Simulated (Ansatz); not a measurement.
System: rock-salt LiH. Method: G0W0@HSE06 (hard PAW, contour deformation; Ansatz, a first-principles code).

The cell has the measured lattice parameters. Conventional cell: a = 4.0610 Å, b = 4.0610 Å, c = 4.0610 Å, α = 90.00°, β = 90.00°, γ = 90.00°.

The quasiparticle gap at Γ at a fixed k mesh 6×6×6:

| response cutoff | value (eV) |
|---|---|
| 150 eV, 128 empty bands | 24.106 |
| 200 eV, 198 empty bands | 24.061 |
| 250 eV, 276 empty bands | 24.038 |
| 300 eV, 363 empty bands | 24.026 |

**Question.** Taking the value to converge with the response cutoff E as E^(−3/2), extrapolate from the last two rows.

**Answer.** With y = y∞ + c/w and weights w = 3953 and 5196 for the last two rows, y∞ = (w2 y2 − w1 y1)/(w2 − w1) = (5196 × 24.026 − 3953 × 24.038)/1243 = 23.988 eV, which lies 0.038 beyond the last row. Successive pairs of rows give 23.978, 23.980, 23.988. The limit also hangs on the law assumed, so its last digits aren't firm.

The other settings are not extrapolated, so this is the limit in one setting alone.

The smallest gap on this mesh is 5.53 eV, away from Γ.

Note: GW on a hybrid start was not checked against another program.
